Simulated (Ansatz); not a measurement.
# Match the barriers

Saddle point of Si2H7O, doublet (SiH₄O ([OH][SiH3]) + SiH₃ → SiH₃O ([OH][SiH2]) + SiH₄; bonds formed: H1–Si4; bonds broken: H1–Si2), PBE0-D4/def2-TZVP structure:

```xyz
10
angstrom
H 0.1644 0.4722 0.3919
Si 1.4328 0.0155 -0.7820
O 0.5757 -0.9115 -1.8461
Si -1.3946 0.4708 1.2039
H 2.0112 1.1210 -1.5897
H 2.5075 -0.7774 -0.1100
H 0.2009 -1.7318 -1.5222
H -1.2744 0.9617 2.6036
H -2.3495 1.3186 0.4414
H -1.8744 -0.9392 1.2093
```

Computed with Ansatz 0.2.0 (basis: def2-TZVPP, with def2-QZVPP for the basis limit); correlated methods freeze the cores; orbitals are unrestricted. B3LYP uses VWN-RPA correlation. Extrapolation: Hartree–Fock as exp(−7.88 √X), correlation as X^−2.97. Four methods, as single points on the PBE0-D4 structures, gave these electronic barriers from the start structure: 0.228, 0.412, 0.578, 1.006 eV.

The methods were, in alphabetical order, B3LYP-D4, BHLYP-D4, HF, PBE-D4. Which gave which? (Judge from chemistry; the calculation decides.)

The calculation gives: PBE-D4 0.228; B3LYP-D4 0.412; BHLYP-D4 0.578; HF 1.006 eV. For comparison, CCSD(T) at an estimated basis limit (MP2 extrapolated from triple and quadruple zeta, plus CCSD(T) − MP2 in triple zeta) gives 0.582 eV.

No T1 diagnostic of these runs exceeds 0.015. ⟨S²⟩ of the unrestricted Hartree–Fock references: 0.75 to 0.78 (a pure state has 0.75).

Radical steps of this kind take place in plasma deposition and etching.

Labels in which every atom is bracketed show which atoms are joined, not bond orders.

For scale, one of the runs: CCSD(T)/def2-TZVPP, 213 basis functions, launched by `ansatz run in.yaml --threads 4 --pin off --events-out ev --progress --plain --max-ram 9574MiB`. The run took 2.8 min on 4 CPU threads of an Arm Neoverse V1 (shared host), with 7.3 GiB of host memory at its peak.
